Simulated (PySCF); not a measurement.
Excitations are Tamm–Dancoff values on a coarser integration grid. The basis has no diffuse functions, so Rydberg states are missing or too high.

# C$_{5}$H$_{5}$N, SMILES `c1ccncc1` (charge 0, multiplicity 1)

Level of theory: PBE0-D4/def2-TZVP // PBE0-D4/def2-SVP run with PySCF.

The HOMO is -7.40 eV and the dipole moment is 2.21 D. The HOMO–LUMO gap is 6.57 eV, the LUMO is -0.83 eV and the S1 excitation (TDA) comes out as 4.90 eV. The S1 oscillator strength is 0.005. The T1 excitation (TDA) comes out as 4.14 eV and the S1–T1 gap (TDA) is 0.76 eV. The vertical ionisation energy (Delta-SCF) comes out as 9.48 eV, the total energy is -6750.69 eV and the cost is about 5 core-minutes (a rough figure).

Bond lengths (Å): C1–C2 1.393, C1–C6 1.393, C1–H7 1.093, C2–C3 1.395, C2–H8 1.092, C3–N4 1.330, C3–H9 1.097, N4–C5 1.330, C5–C6 1.395, C5–H10 1.097, C6–H11 1.092. Bond angles (°): C2–C1–C6 118.6, C2–C1–H7 120.7, C6–C1–H7 120.7, C1–C2–C3 118.3, C1–C2–H8 121.3, C3–C2–H8 120.4, C2–C3–N4 123.5, C2–C3–H9 120.1, N4–C3–H9 116.4, C3–N4–C5 117.8, N4–C5–C6 123.5, N4–C5–H10 116.4, C6–C5–H10 120.1, C1–C6–C5 118.3, C1–C6–H11 121.3, C5–C6–H11 120.4.
